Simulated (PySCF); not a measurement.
2-methyl-1-butene, C5H10.
SMILES: `C=C(C)CC`

Torsions of this conformer, `[CH2:1]=[C:2]([CH3:3])[CH2:4][CH3:5]`: C1–C2–C4–C5 -113°.

The closed-shell ground state was solved at several levels (PySCF, density fitting, gas phase, non-relativistic). One conformer (not necessarily the lowest) at the PBE0-D3(BJ)/def2-SVP geometry, without solvent, vibrations or thermal averaging.

```tsv
level	basis functions	total energy (Eh)	HOMO (eV)	LUMO (eV)	gap (eV)	dipole (D)
PBE0/def2-TZVPD	275	-196.3570	-7.02	0.22	7.24	0.57
BHandHLYP/def2-SVPD	180	-196.2704	-8.01	1.14	9.15	0.55
PBE0/6-31+G*	110	-196.2890	-6.98	0.25	7.23	0.57
B3LYP/def2-SVPD	180	-196.4104	-6.84	0.13	6.97	0.55
PBE0/pcSseg-1	135	-196.2621	-7.03	0.53	7.56	0.56
PBE0/def2-TZVP	215	-196.3565	-7.02	0.45	7.47	0.56
LDA/def2-SVPD	180	-194.5345	-6.09	-0.79	5.30	0.62
B3LYP/pcJ-1	235	-196.5575	-6.80	0.30	7.10	0.53
PBE0/def2-SVP	120	-196.1483	-6.96	0.69	7.65	0.57
PBE0/6-31G*	90	-196.2829	-6.77	0.99	7.76	0.51
```

Q: What might mPW1PW91/pcSseg-2 (320 basis functions) give for the same quantities?

A: Total energy -196.5633 Eh, HOMO -7.05 eV, LUMO 0.30 eV, gap 7.35 eV, dipole 0.57 D.

Q: Over all these levels, which gives the widest orbital gap and which the narrowest?

A: BHandHLYP/def2-SVPD (global hybrid, 50 % exact exchange) has the widest, 9.15 eV, and LDA/def2-SVPD (LDA) the narrowest, 5.30 eV. The two share the basis. From the narrowest to the widest the HOMO moves by -1.92 eV and the LUMO by +1.93 eV.

Q: How much does the basis alone move the frontier levels among the 6 PBE0 rows?

A: The HOMO by 0.26 eV and the LUMO by 0.77 eV. By rising basis size (HOMO, LUMO in eV): 6-31G* -6.77, 0.99; 6-31+G* -6.98, 0.25; def2-SVP -6.96, 0.69; pcSseg-1 -7.03, 0.53; def2-TZVP -7.02, 0.45; def2-TZVPD -7.02, 0.22.

Q: In the def2-SVPD basis, how does the gap go with the fixed share of exact exchange?

A: LDA (0 %) 5.30 eV; B3LYP (20 %) 6.97 eV; BHandHLYP (50 %) 9.15 eV. Each rise in the share widens the gap here.

Q: How far do the dipole and the HOMO energy spread over the levels?

A: The dipole runs from 0.51 to 0.62 D (mean 0.56 D) and the HOMO from -8.01 to -6.09 eV.
